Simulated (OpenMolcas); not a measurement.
**C2H7Al (SMILES [CH3][AlH][CH3]), step by step**

Aim: a single-point energy (HF/ANO-RCC-MB), then the energy (CASSCF(2,2)/ANO-RCC-VDZP), then the energy along one coordinate (CASPT2(2,2)/ANO-RCC-VDZP), then the energy along one coordinate (SC-NEVPT2(2,2)/ANO-RCC-VDZP), then an energy scan (MC-PDFT[tPBE](2,2)/ANO-RCC-VDZP) of C2H7Al. 

The calculation is run with OpenMolcas 26.06.

## 1. The molecule

C2H7Al: 10 atoms, total charge 0, spin state singlet. SMILES: `[CH3][AlH][CH3]`. The shape is that of a PBE0-D4/def2-TZVP optimisation.

Bond lengths: C1–Al2 1.954 Å, Al2–C3 1.954 Å, C1–H4 1.095 Å, C1–H5 1.092 Å, C1–H6 1.096 Å, Al2–H7 1.595 Å, C3–H8 1.093 Å, C3–H9 1.095 Å, C3–H10 1.096 Å. Some angles: C1–Al2–C3 121.2°, C1–Al2–H7 120.2°, C3–Al2–H7 118.5°, Al2–C1–H4 111.1°, Al2–C1–H5 113.4°, Al2–C1–H6 110.4°, Al2–C3–H8 113.4°, Al2–C3–H9 111.0°, Al2–C3–H10 110.5°, H4–C1–H5 108.0°.

## 2. A single-point energy at HF/ANO-RCC-MB (DKH2) (run 1)

File geom.xyz:

```xyz
10

C     -1.219100     0.923600    -0.783300
Al     0.496800     0.021800    -0.536400
C      0.903900    -0.949000     1.109700
H     -2.054000     0.233200    -0.621200
H     -1.337000     1.368500    -1.773800
H     -1.340300     1.723700    -0.043600
H      1.605700     0.078800    -1.681200
H      0.069000    -0.980000     1.814000
H      1.201900    -1.980900     0.894300
H      1.756300    -0.490900     1.624500
```

File step1.input:

```
* C2H7Al Hartree-Fock
>>> EXPORT MOLCAS_PRINT=2
&GATEWAY
COORD = geom.xyz
BASIS = ANO-RCC-MB
GROUP = NoSym
&SEWARD
&SCF
PRORBITALS = 0
&LOCALISATION
OCCUPIED
FREEZE
PIPEK-MEZEY
&LOCALISATION
FILEORB = $Project.LocOrb
VIRTUAL
PIPEK-MEZEY
```

Launch:

```console
$ export MOLCAS_MEM=1860
$ pymolcas step1.input > step1.log
```

Log:

```text
--- Start Module: gateway ---
[...]
--- Stop Module: gateway /rc=_RC_ALL_IS_WELL_ ---
[...]
      Basis functions           26
[...]
       Convergence after   8 Iterations
[...]
::    Total SCF energy                               -322.0780386107
[...]
      Total spin, S                                     0.0000000000
[...]
      Total electronic charge=   32.000000
      Total            charge=   -0.000000
[...]
      Dipole Moment (debye):
      Origin of the operator (angstrom)=    0.1641    0.0041   -0.1782
                   X= -3.0654E-01               Y= -1.9450E-02               Z=  3.2755E-01           Total=  4.4903E-01
      Quadrupole Moment (debye*angstrom):
[...]
--- Start Module: localisation ---
[...]
--- Stop Module: localisation /rc=_RC_ALL_IS_WELL_ ---
--- Start Module: localisation ---
[...]
--- Stop Module: localisation /rc=_RC_ALL_IS_WELL_ ---
[...]
```

It took 1.9 s on 1 thread of Intel Xeon 6975P-C (Granite Rapids), shared host; peak memory 0.41 GiB.

## 3. The energy at CASSCF(2,2)/ANO-RCC-VDZP (DKH2, RICD fitting) (run 2)

geom.xyz is that of step 2.

File step2.inp:

```
&GATEWAY
 Coord=geom.xyz
 Basis=ANO-RCC-MB
 Group=NoSym

&SEWARD

&RASSCF
 FileOrb=$CurrDir/step1.LocOrb
 Alter=1
 1 17 20
 Spin=1
 Nactel=2 0 0
 Inactive=15
 Ras2=2
 OrbListing=Nothing
>>> COPY $Project.RunFile RUNFIL1
>>> COPY $Project.RasOrb INPORB

&GATEWAY
 Coord=geom.xyz
 Basis=ANO-RCC-VDZP
 Group=NoSym
 RICD

&SEWARD
>>> COPY $Project.RunFile RUNFIL2

&EXPBAS

&RASSCF
 FileOrb=$Project.ExpOrb
 Spin=1
 Nactel=2 0 0
 Inactive=15
 Ras2=2
 OrbListing=Nothing
```

Launch:

```console
$ export MOLCAS_MEM=1860
$ pymolcas step2.inp > step2.log
```

Log:

```text
--- Start Module: gateway ---
[...]
      Basis functions           26
[...]
      Number of active orbitals                  2
[...]
      Spin quantum number                      0.0
[...]
      Active orbitals                            2
[...]
      Number of CSFs                             3
[...]
      Number of root(s) required                 1
[...]
      Convergence after  8 iterations
[...]
      printout of CI-coefficients larger than  0.05 for root  1
      energy=    -322.092237
      conf/sym  11     Coeff  Weight
             1  20   0.99329 0.98662
             3  02  -0.11568 0.01338
      Natural orbitals and occupation numbers for root  1
      sym 1:   1.973238   0.026762
      ************************************************************************************************************************
      *                                                    Final results                                                     *
[...]
::    RASSCF root number  1 Total energy:   -322.09223712
[...]
      Basis functions           81
[...]
      Convergence after 10 iterations
[...]
      Natural orbitals and occupation numbers for root  1
      sym 1:   1.978814   0.021186
      ************************************************************************************************************************
      *                                                    Final results                                                     *
[...]
::    RASSCF root number  1 Total energy:   -322.23853987
[...]
      Total electronic charge=   32.000000
      Total            charge=   -0.000000
[...]
      Dipole Moment (debye):
      Origin of the operator (angstrom)=    0.1641    0.0041   -0.1782
                   X= -3.2599E-01               Y= -1.4970E-02               Z=  3.1951E-01           Total=  4.5670E-01
      Quadrupole Moment (debye*angstrom):
[...]
```

It took 5.1 s on 1 thread of Intel Xeon 6975P-C (Granite Rapids), shared host; peak memory 0.41 GiB.

## 4. An energy scan at CASPT2(2,2)/ANO-RCC-VDZP (DKH2, RICD fitting, ipea shift 0.25 Eh, pt2 variant SS) (run 3)

File step3.input:

```
>>> EXPORT MOLCAS_PRINT=2
>>> COPY $CurrDir/step2.RasOrb $Project.RasOrb
>>> ForEach K in (1, 2, 3, 4, 5, 6, 7, 8, 9)
&GATEWAY
COORD = $CurrDir/point$K.xyz
BASIS = ANO-RCC-VDZP
GROUP = NoSym
RICD
&SEWARD
&RASSCF
FILEORB = $Project.RasOrb
SPIN = 1
NACTEL = 2 0 0
INACTIVE = 15
RAS2 = 2
ORBLISTING = Nothing
&CASPT2
IMAGINARY = 0.2
FROZEN = 7
>>> EndDo
```

Launch:

```console
$ export MOLCAS_MEM=1860
$ pymolcas step3.input > step3.log
```

Log:

```text
[...]
      Basis functions           81
[...]
      Number of active orbitals                  2
[...]
      Spin quantum number                      0.0
[...]
      Active orbitals                            2
[...]
      Number of CSFs                             3
[...]
      Number of root(s) required                 1
[...]
      Convergence after 10 iterations
[...]
      printout of CI-coefficients larger than  0.05 for root  1
      energy=    -322.229533
      conf/sym  11     Coeff  Weight
             1  20   0.99601 0.99203
             3  02  -0.08927 0.00797
      Natural orbitals and occupation numbers for root  1
      sym 1:   1.984062   0.015938
      ************************************************************************************************************************
      *                                                    Final results                                                     *
[...]
::    RASSCF root number  1 Total energy:   -322.22953267
[...]
::    CASPT2 Root  1     Total energy:   -322.59374400
[...]
      Convergence after 10 iterations
[...]
      Natural orbitals and occupation numbers for root  1
      sym 1:   1.978806   0.021194
      ************************************************************************************************************************
      *                                                    Final results                                                     *
[...]
      Convergence after 10 iterations
[...]
      Convergence after 10 iterations
[...]
      Convergence after 10 iterations
[...]
::    RASSCF root number  1 Total energy:   -322.11955466
[...]
::    CASPT2 Root  1     Total energy:   -322.47453558
[...]
      Convergence after  9 iterations
[...]
::    RASSCF root number  1 Total energy:   -322.11419170
[...]
      Reference weight:           0.88262
[...]
::    CASPT2 Root  1     Total energy:   -322.46826353
[...]
```

Run time: 34 s. Hardware: 1 thread of Intel Xeon 6975P-C (Granite Rapids), shared host; peak memory 0.083 GiB.

The scan, from its lowest point:

```tsv
H7–Al2 (Å)	energy (kJ/mol)
1.435	20.8
1.595	0.0
1.754	11.6
1.994	57.4
2.313	132.9
2.711	217.6
3.190	288.4
3.828	333.8
4.784	350.3
```

## 5. The energy along one coordinate at SC-NEVPT2(2,2)/ANO-RCC-VDZP (DKH2, RICD fitting, pt2 variant SC-NEVPT2) (run 4)

File step4.input:

```
* C2H7Al NEVPT2
>>> COPY $CurrDir/step2.RasOrb $Project.RasOrb
>>> ForEach K in (1, 2, 3, 4, 5, 6, 7, 8, 9)
&GATEWAY
Coord = $CurrDir/point$K.xyz
Basis = ANO-RCC-VDZP
Group = NoSym
RICD
&SEWARD
&RASSCF
FileOrb = $Project.RasOrb
Spin = 1
Nactel = 2 0 0
Inactive = 15
Ras2 = 2
OrbListing = Nothing
&CASPT2
SC-NEVPT2
Frozen = 7
>>> EndDo
```

Launch:

```console
$ export MOLCAS_MEM=1860
$ pymolcas step4.input > step4.log
```

Log:

```text
--- Start Module: gateway ---
[...]
      Basis functions           81
[...]
      Number of active orbitals                  2
[...]
      Spin quantum number                      0.0
[...]
      Active orbitals                            2
[...]
      Number of CSFs                             3
[...]
      Number of root(s) required                 1
[...]
      Convergence after 10 iterations
[...]
      printout of CI-coefficients larger than  0.05 for root  1
      energy=    -322.229533
      conf/sym  11     Coeff  Weight
             1  20   0.99601 0.99203
             3  02  -0.08927 0.00797
      Natural orbitals and occupation numbers for root  1
      sym 1:   1.984062   0.015938
      ************************************************************************************************************************
      *                                                    Final results                                                     *
[...]
::    RASSCF root number  1 Total energy:   -322.22953267
[...]
::    SC-NEVPT2 Root  1     Total energy:   -322.58910648
[...]
      Convergence after 10 iterations
[...]
      Natural orbitals and occupation numbers for root  1
      sym 1:   1.978806   0.021194
      ************************************************************************************************************************
      *                                                    Final results                                                     *
[...]
      Convergence after 10 iterations
[...]
      Convergence after 10 iterations
[...]
      Convergence after 10 iterations
[...]
::    RASSCF root number  1 Total energy:   -322.11955466
[...]
::    SC-NEVPT2 Root  1     Total energy:   -322.47327293
[...]
      Convergence after  9 iterations
[...]
::    RASSCF root number  1 Total energy:   -322.11419170
[...]
::    SC-NEVPT2 Root  1     Total energy:   -322.46741456
[...]
```

Run time: 32 s. Hardware: 1 thread of Intel Xeon 6975P-C (Granite Rapids), shared host; peak memory 0.083 GiB.

The scan, from its lowest point:

```tsv
H7–Al2 (Å)	energy (kJ/mol)
1.435	21.5
1.595	0.0
1.754	10.8
1.994	55.5
2.313	129.7
2.711	212.8
3.190	282.0
3.828	325.6
4.784	341.0
```

## 6. An energy scan at MC-PDFT[tPBE](2,2)/ANO-RCC-VDZP (DKH2, RICD fitting) (run 5)

File step5.inp:

```
* C2H7Al MC-PDFT
>>> COPY $CurrDir/step2.RasOrb $Project.RasOrb
>>> ForEach K in (1, 2, 3, 4, 5, 6, 7, 8, 9)

&GATEWAY
  COORD = $CurrDir/point$K.xyz
  BASIS = ANO-RCC-VDZP
  GROUP = NoSym
  RICD

&SEWARD

&RASSCF
  FILEORB = $Project.RasOrb
  SPIN = 1
  NACTEL = 2 0 0
  INACTIVE = 15
  RAS2 = 2
  ORBLISTING = Nothing

&MCPDFT
  KSDFT = T:PBE
>>> EndDo
```

Launch:

```console
$ export MOLCAS_MEM=1860
$ pymolcas step5.inp > step5.log
```

Log:

```text
--- Start Module: gateway ---
[...]
      Basis functions           81
[...]
      Number of active orbitals                  2
[...]
      Spin quantum number                      0.0
[...]
      Active orbitals                            2
[...]
      Number of CSFs                             3
[...]
      Number of root(s) required                 1
[...]
      Convergence after 10 iterations
[...]
      printout of CI-coefficients larger than  0.05 for root  1
      energy=    -322.229533
      conf/sym  11     Coeff  Weight
             1  20   0.99601 0.99203
             3  02  -0.08927 0.00797
      Natural orbitals and occupation numbers for root  1
      sym 1:   1.984062   0.015938
      ************************************************************************************************************************
      *                                                    Final results                                                     *
[...]
::    RASSCF root number  1 Total energy:   -322.22953267
[...]
::    MCPDFT root number  1 Total energy:   -323.06605531
[...]
      Convergence after 10 iterations
[...]
      Natural orbitals and occupation numbers for root  1
      sym 1:   1.978806   0.021194
      ************************************************************************************************************************
      *                                                    Final results                                                     *
[...]
      Convergence after 10 iterations
[...]
      Convergence after 10 iterations
[...]
      Convergence after 10 iterations
[...]
::    RASSCF root number  1 Total energy:   -322.11955466
[...]
::    MCPDFT root number  1 Total energy:   -322.94323882
[...]
      Convergence after  9 iterations
[...]
::    RASSCF root number  1 Total energy:   -322.11419170
[...]
::    MCPDFT root number  1 Total energy:   -322.93721503
[...]
```

It took 39 s on 1 thread of Intel Xeon 6975P-C (Granite Rapids), shared host; peak memory 0.083 GiB.

The scan, from its lowest point:

```tsv
H7–Al2 (Å)	energy (kJ/mol)
1.435	21.5
1.595	0.0
1.754	10.8
1.994	55.5
2.313	130.5
2.711	216.7
3.190	292.5
3.828	344.0
4.784	359.8
```

## 7. Summary of results

| quantity | value |
| --- | --- |
| run 1, HF/ANO-RCC-MB: total energy | -322.07804 Eh |
| run 1, HF/ANO-RCC-MB: dipole moment | 0.45 D |
| run 1, HF/ANO-RCC-MB: HOMO energy | -11.59 eV |
| run 1, HF/ANO-RCC-MB: LUMO energy | 1.67 eV |
| run 1, HF/ANO-RCC-MB: HOMO–LUMO gap | 13.26 eV |
| run 2, CASSCF(2,2)/ANO-RCC-VDZP: total energy | -322.23854 Eh |
| run 2, CASSCF(2,2)/ANO-RCC-VDZP: dipole moment (CASSCF density) | 0.46 D |
| run 3, CASPT2(2,2)/ANO-RCC-VDZP: lowest energy of the scan | -322.60168 Eh |
| run 4, SC-NEVPT2(2,2)/ANO-RCC-VDZP: lowest energy of the scan | -322.59729 Eh |
| run 5, MC-PDFT[tPBE](2,2)/ANO-RCC-VDZP: lowest energy of the scan | -323.07425 Eh |

What this shows: Mulliken charges (run 1, HF/ANO-RCC-MB) run from -0.79 on C1 to +0.99 on Al2; they depend strongly on the basis.
